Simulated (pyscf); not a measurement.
H₃Si–O–PH₂ + H₂ -> H₃Si–O–PH₂ + H₂ (four-centre exchange; singlet surface; H–Si, H–H broken, H–Si, H–H formed). Optimised with ωB97X-D3(BJ)/def2-SVP in PySCF. Energies in kcal/mol from the separated reactants.

```json
[
 {"level": "PBE/def2-TZVP", "barrier": "[?]", "reaction energy": "0.0"},
 {"level": "r²SCAN/def2-TZVP", "barrier": "[?]", "reaction energy": "0.0"},
 {"level": "B3LYP-D3(BJ)/def2-TZVP", "barrier": "57.6", "reaction energy": "0.0"},
 {"level": "PBE0-D3(BJ)/def2-TZVP", "barrier": "52.8", "reaction energy": "0.0"},
 {"level": "M06-2X/def2-TZVP", "barrier": "60.6", "reaction energy": "0.0"},
 {"level": "HF/def2-TZVP", "barrier": "75.3", "reaction energy": "0.0"}
]
```

**Question.** What belongs in the gaps?

**Answer.** 
- PBE/def2-TZVP, barrier: 49.9
- r²SCAN/def2-TZVP, barrier: 52.9

The functionals in the table span 10.7 kcal/mol in this barrier, from PBE to M06-2X. At the saddle there is also a short H–Si contact that neither side keeps. H₃Si–O–PH₂ lies 5.7 kcal/mol over its isomer HO–SiH₂–PH₂ (electronic energy, ωB97M-D3(BJ)/def2-TZVP). This is the saddle that the search found; another between the same sides may lie lower.
